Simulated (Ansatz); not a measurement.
Reaction (silylene formation by 1,1-elimination): `F[SiH3]` → H₂ + `F[SiH]`

Isolated molecules relaxed with PBE0-D4/def2-TZVP in Ansatz; ΔE leaves out vibrations. CCSD(T)/CBS is frozen-core, at the limit of the def2 triple- and quadruple-zeta sets. DFT in def2-TZVPP.

| level | ΔE (kJ/mol) |
| --- | --- |
| ωB97X-V | 231.0 |
| r2SCAN0 | 242.2 |
| MP2/def2-QZVPP | 233.1 |
| CCSD(T)/cc-pV(T+d)Z | 216.9 |

(1) What does CCSD(T)/CBS give? (Estimate.)

(2) What do rigid-rotor, harmonic-oscillator terms from PBE0-D4/def2-TZVP frequencies (298.15 K, 1 bar) make of the CCSD(T)/CBS value? (Estimate.)

Largest T1 diagnostic among the species: 0.015.

Results:

(1) Computed: +223.7 kJ/mol. The listed levels differ from it by 7.3, 18.5, 9.4, -6.8 kJ/mol.

(2) Ansatz gave: ΔZPE = -23.2 kJ/mol, ΔH = +208.4 kJ/mol, ΔS = 131 J/(mol·K), ΔG = +169.3 kJ/mol.

From PBE to PBE0 (25 % exact exchange), in def2-TZVPP and without D4, ΔE moves by +17.4 kJ/mol. At CCSD(T), def2-SVP lies −7.3 kJ/mol from the extrapolated value and def2-TZVPP −5.1 kJ/mol. Leaving LDA and LC-ωPBE aside and taking each functional with its dispersion term where it has one, the values, not all of them listed here, spread over 45.8 kJ/mol, from BLYP-D4 to r2SCAN0-D4. LDA lies +26.4 kJ/mol from PBE without D4.
